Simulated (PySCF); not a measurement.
C2H, SMILES [C]#C (connectivity only; charge and spin as stated), charge +1, multiplicity 1. Atoms are numbered in the order given.

```xyz
3

C      0.0440    -0.7889     0.0000
C     -0.1025     0.5340     0.0000
H      0.3511     1.5292     0.0000
```
Charge +1, spin multiplicity 1.

Coordinates come from a B3LYP-D3(BJ)/def2-TZVPD optimisation. The spin state was assumed, not searched. The isomer is the one that the SMILES or the coordinates give; other isomers of the formula were not compared.

Vertical ionisation energy (IE) and electron affinity (EA) in eV. Rows of orbital energies are one-electron estimates. Where ΔSCF, EOM or ADC give a negative EA the extra electron is unbound and the value depends on the basis.

```json
[
 {"level": "−ε(HOMO), −ε(LUMO), CAM-B3LYP/def2-TZVPD (PySCF)", "IE": "19.52", "EA": "14.36"},
 {"level": "−ε(HOMO), −ε(LUMO), ωB97X/def2-TZVPD (PySCF)", "IE": "20.57", "EA": "13.02"},
 {"level": "EOM-CCSD/aug-cc-pVDZ (PySCF)", "IE": "21.56", "EA": "12.25"},
 {"level": "ADC(2)/aug-cc-pVDZ (PySCF)", "IE": "20.78", "EA": "12.99"}
]
```

Computed lowest 1s main lines (those of the lightest heavy element) from CVS-ADC(2)-x/aug-cc-pVDZ (PySCF, non-relativistic), with pole strengths:
306.6 eV (1.39), 307.0 eV (1.45).

### Question
Beyond the first one, list the lowest photoelectron lines from PySCF with ADC(2)/aug-cc-pVDZ with their pole strengths (two spins summed). (An estimate is asked for; the answer gives what the named calculation found.)

### Answer
21.25 eV (1.86), 28.23 eV (1.78).
